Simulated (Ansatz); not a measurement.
## Structure relaxation of Cs2Na

Theory: DFT PBE, scalar-relativistic, plane waves, PAW (Ansatz). Cutoff 420 eV, Γ-centred k mesh, Gaussian smearing, no spin polarisation in the final step.

Cs2Na was placed on the MoSi2 (C11b) structure type (I4/mmm, No. 139), with Na in place of Mo, Cs in place of Si, at a guessed volume.

```
CELL_PARAMETERS angstrom
-2.22214 2.22214 5.45118
2.22214 -2.22214 5.45118
2.22214 2.22214 -5.45118
ATOMIC_POSITIONS crystal
Cs 0.66500 0.66500 0.00000
Cs 0.33500 0.33500 0.00000
Na 0.00000 0.00000 0.00000
```

Cell and atoms relax at zero pressure; the relaxation can't lower the symmetry of the start. After a coarse first stage the cell is made exact in the group found at 0.06 Å.

The zero of energy is the elements' standard structures at the same level; no fitted shifts are applied.

Problem. Which crystal results?

Solution. It keeps I4/mmm (No. 139). The result has the MoSi2 (C11b) structure. Conventional cell: a = 5.340 Å, c = 17.791 Å. Cs has 4 Na at 4.53 Å, 1 Cs at 5.00 Å and 8 Cs at 5.34–5.42 Å; around Na lie 8 Cs at 4.53 Å and 4 Na at 5.34 Å.

```xyz
3
Lattice="-2.6700 2.6700 8.8957 2.6700 -2.6700 8.8957 2.6700 2.6700 -8.8957" Properties=species:S:1:pos:R:3 pbc="T T T"
Cs    0.0000    0.0000   11.3962
Cs    0.0000    0.0000    6.3952
Na    0.0000    0.0000    0.0000
```

Problem. What are its volume, energy, density and gap?

Solution. The volume per atom is 84.56 Å³, the density is 1.89 g/cm³ and the energy over the elements is 0.02 eV/atom. The gap on the 12×12×12 mesh is 0 eV (a metal).

The final run used a 12×12×12 mesh on its 3-atom cell and 0.10 eV smearing. The k mesh leaves about 4 meV/atom of noise in metals. A structure relaxed within its symmetry needn't be a true minimum.

Cost: 3 runs of about 8.4 core-minutes in all, on Arm Neoverse V1 (shared hosts).